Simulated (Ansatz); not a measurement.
Below is the output of a Python script on Ansatz 0.2.0, Python API that makes a single point in a Gaussian basis of C₂H₇NOS, SMILES NCSCO. Write a script that gives it. Level of theory: r2scan0, def2-SVP basis, multiplicity 1.

```xyz
12

N    -1.3100   -1.8265    0.7048
C    -0.8918   -0.4461    0.3887
S     0.5920   -0.5927   -0.5950
C     0.9975    1.1697   -0.8737
O     1.2875    1.7968    0.3166
H    -1.4616   -2.2612   -0.1932
H    -0.5770   -2.2661    1.1791
H    -1.6130    0.1110   -0.1871
H    -0.6883    0.1153    1.3614
H     1.7477    1.2726   -1.5593
H     0.0283    1.6443   -1.2702
H     1.9656    1.2277    0.7617
```

```console
$ python energy_c2h7nos.py
converged              True
free_energy_ev         -16547.179275849907
reference_energy_ev    -16547.179275849907
n_frozen               0
n_occupied             [25, 25]
n_virtual              [84, 84]
mean field: -608.0976223 Ha, <S^2> = 0.0000, stability: minimum
Alpha     -12.251 eV  occupation 2
Alpha     -11.308 eV  occupation 2
Alpha     -11.052 eV  occupation 2
Alpha      -9.109 eV  occupation 2
Alpha      -8.370 eV  occupation 2
Alpha      -7.279 eV  occupation 2
Alpha      -6.771 eV  occupation 2
Alpha       1.276 eV  occupation 0
Alpha       2.064 eV  occupation 0
Alpha       2.695 eV  occupation 0
Alpha       3.462 eV  occupation 0
Alpha       3.578 eV  occupation 0
Alpha       3.818 eV  occupation 0
Alpha       4.278 eV  occupation 0
Alpha       4.706 eV  occupation 0
Alpha       5.074 eV  occupation 0
Alpha       5.659 eV  occupation 0
```

One script that gives this output:

Script `energy_c2h7nos.py`:
```python
'''Electronic structure of the C2H7NOS molecule.'''

from pathlib import Path

import ansatz as az

BASIS = 'def2-SVP'
XC = 'r2scan0'


def main() -> None:
    geometry_ang = [
        ('N', [-1.31, -1.8265, 0.7048]),
        ('C', [-0.8918, -0.4461, 0.3887]),
        ('S', [0.592, -0.5927, -0.595]),
        ('C', [0.9975, 1.1697, -0.8737]),
        ('O', [1.2875, 1.7968, 0.3166]),
        ('H', [-1.4616, -2.2612, -0.1932]),
        ('H', [-0.577, -2.2661, 1.1791]),
        ('H', [-1.613, 0.111, -0.1871]),
        ('H', [-0.6883, 0.1153, 1.3614]),
        ('H', [1.7477, 1.2726, -1.5593]),
        ('H', [0.0283, 1.6443, -1.2702]),
        ('H', [1.9656, 1.2277, 0.7617]),
    ]
    mol = az.Crystal.molecule()
    for symbol, xyz in geometry_ang:
        mol = mol.atom(symbol, xyz)

    base = (
        mol.calculation()
        .basis(gaussian=BASIS)
        .functional(XC)
        .orbitals()
    )
    result = base.run(threads=1, runs_dir='out')
    report = result.report

    for key in ('converged', 'free_energy_ev', 'reference_energy_ev', 'n_frozen', 'n_occupied', 'n_virtual'):
        print(f'{key:22s} {report[key]}')

    state = report['mean_field']['state']
    print(f'mean field: {state["energy"]["hartree"]:.7f} Ha, <S^2> = {abs(state["spin_squared"]):.4f}, stability: {state.get("stability", {}).get("kind")}')

    lines = Path(report['orbitals_path']).read_text().splitlines()
    field_of = lambda key: [line.split('=')[1].strip() for line in lines if line.startswith(key)]
    orbitals = [(27.211386 * float(e), s, float(n)) for e, s, n in zip(field_of('Ene='), field_of('Spin='), field_of('Occup='))]
    homo = max(e for e, _, n in orbitals if n > 0.5)
    lumo = min(e for e, _, n in orbitals if n < 0.5)
    for e, spin, n in sorted(orbitals):
        if homo - 6 < e < lumo + 5:
            print(f'{spin:6s} {e:10.3f} eV  occupation {n:.0f}')


if __name__ == '__main__':
    main()
```

What to keep in mind:
- Total energies depend on the basis set; only differences at equal settings carry meaning.
- The geometry is a force-field or estimated start, not a minimum of this method, and the basis set is short of its limit.
- Alpha marks a spatial orbital of a restricted run, filled by both spins.
- Levels such as HOMO and LUMO are orbital energies: with these approximate functionals they aren't the ionisation energy and electron affinity, and their gap isn't the fundamental gap.
- Wall time of the script: 6.9 s on 1 thread of Arm Neoverse V2, on a shared host, peak memory 0.32 GiB.

(Lines on the test bed's own set-up are left out of the output.)
